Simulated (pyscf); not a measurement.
PySCF, gas phase, ωB97X-D3(BJ)/def2-SVP geometries.

**Question.** For H₂P–GeH₂–PH₂ (SMILES [PH2][GeH2][PH2]) + H₂ (SMILES [H][H]) -> H₂P–GeH₃ (SMILES [PH2][GeH3]) + PH₃ (SMILES P), a four-centre exchange (singlet surface; Ge–P, H–H broken, Ge–H, H–P formed), PBE/def2-TZVP gives ΔE‡ = 2.32 eV and ΔE = +0.10 eV (zero: the separated reactants). In which direction and how far do r²SCAN/def2-TZVP, PBE0-D3(BJ)/def2-TZVP, ωB97M-D3(BJ)/def2-TZVP move these?

**Answer.** r²SCAN: ΔE‡ = 2.50 eV, ΔE = +0.12 eV; PBE0-D3(BJ): ΔE‡ = 2.49 eV, ΔE = +0.13 eV; ωB97M-D3(BJ): ΔE‡ = 2.75 eV, ΔE = +0.03 eV. PBE's barrier lies under all of them, by 0.17 to 0.43 eV. Its reaction energy lies among theirs. Low barriers are usual for a GGA, whose delocalisation error favours stretched bonds. One saddle was located; it need not be the lowest between these sides. Elements up to Kr have no core potential and no relativistic terms here.
